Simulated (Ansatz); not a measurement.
## HS, doublet in 6-31G: errors against full CI

Geometry: MP2(full)/6-31G*, from the G2/97 set.

```
atom   x (Å)   y (Å)   z (Å)
   S  0.0000  0.0000  0.0000
   H  0.0000  0.0000  1.3444
```

Basis 6-31G; Ansatz 0.2.0. Only valence electrons are correlated (noble-gas cores frozen), which leaves 7 electrons in 10 orbitals. R marks a restricted (for open shells ROHF) determinant, U an unrestricted one. Active spaces: valence = (7e, 5o) chosen from the atoms' valence shells.

Full CI is exact within this basis and frozen core; it isn't the basis-set limit. The frozen core follows each run's orbitals, which can shift R against U totals by a few meV.

For open shells CISD and CISDTQ are restricted-active-space CI with the open shells as a complete middle space.

- UHF ⟨S²⟩: 0.753
- T1 diagnostic (RCCSD): 0.0093
- largest doubles amplitude (RCCSD): 0.085
- T1 diagnostic (UCCSD): 0.0061

```tsv
level	E − E(RHF) (eV)
UHF	-0.0203
RMP2	-1.0504
UMP2	-1.0555
RCCSD	-1.3558
UCCSD	-1.3559
RCCSD(T)	-1.3656
UCCSD(T)	-1.3658
```

**Question.** Estimate how far full CI in 6-31G lies from RCCSD(T). The table doesn't fix it; the size of (T) and the diagnostics are the guide.

**Answer.** Full CI in 6-31G lies 0.12 mEh below RCCSD(T), which is 34 % of the (T) step (-0.36 mEh). The diagnostics give no warning, yet the rest is a sizeable part of (T).

The other levels:

```csv
level,E − E(full CI) (mEh),share of correlation (%),wall time
CISD,1.37,97.29,0.12 s
BCCD(T),0.13,99.75,0.53 s
RCCSDT,0.03,99.94,–
UCCSDT,0.02,99.95,–
CISDTQ,0.02,99.96,0.64 s
RCCSDT(Q),0.01,99.98,2.3 s
UCCSDT(Q),0.00,99.99,1.6 s
RCCSDTQ,0.00,99.99,7.5 s
UCCSDTQ,0.00,100.00,7 s
CASSCF (valence space),29.20,41.96,–
NEVPT2 (valence space),8.64,82.83,0.22 s
MRCISD (valence space),0.68,98.66,–
MRCISD+Q (valence space),0.18,99.63,0.46 s
```

The correlation energy at full CI, counted from RHF, is -1.369 eV. That run took 0.46 s on 1 thread of AMD EPYC 7R13, shared host over 6,304 determinants.

Times hold each run's SCF and search for its determinant on a shared host, so for small cases they say little of a method's own cost; they ran on 1 thread of AMD EPYC 7R13.

The full-CI state has the irrep B2 of C2v, in the program's axes (one component, if the state is degenerate).

Natural occupations of full CI about the gap: 1.989 1.987 1.964 0.996 0.034 0.012 0.008 0.005 0.004 0.001; effectively unpaired electrons, Σ n²(2−n)², 1.01.

Atomization energy (electronic, same basis, no zero-point term; atoms at the same level, unrestricted beside the R rows where the molecule is a closed shell, with restricted open-shell steps beyond CCSDT(Q)) at full CI: 254.4 kJ/mol. Errors of other levels:

```
                   level  error (kJ/mol)
                     RHF           -70.4
                     UHF           -69.4
                    RMP2           -15.9
                    UMP2           -15.9
                    CISD            -2.5
                   RCCSD            -0.6
                   UCCSD            -0.7
                RCCSD(T)            -0.2
                UCCSD(T)            -0.2
                 BCCD(T)            -0.2
                  RCCSDT            -0.1
                  UCCSDT            -0.1
                  CISDTQ             0.0
               RCCSDT(Q)             0.0
               UCCSDT(Q)             0.0
                 RCCSDTQ             0.0
                 UCCSDTQ             0.0
  CASSCF (valence space)           -15.0
  NEVPT2 (valence space)            -0.4
  MRCISD (valence space)            -0.7
MRCISD+Q (valence space)            -0.3
```

This basis is far from its limit, so the value isn't to be set against a measured one. Truncated CI isn't size-consistent, which counts against it in atomization.
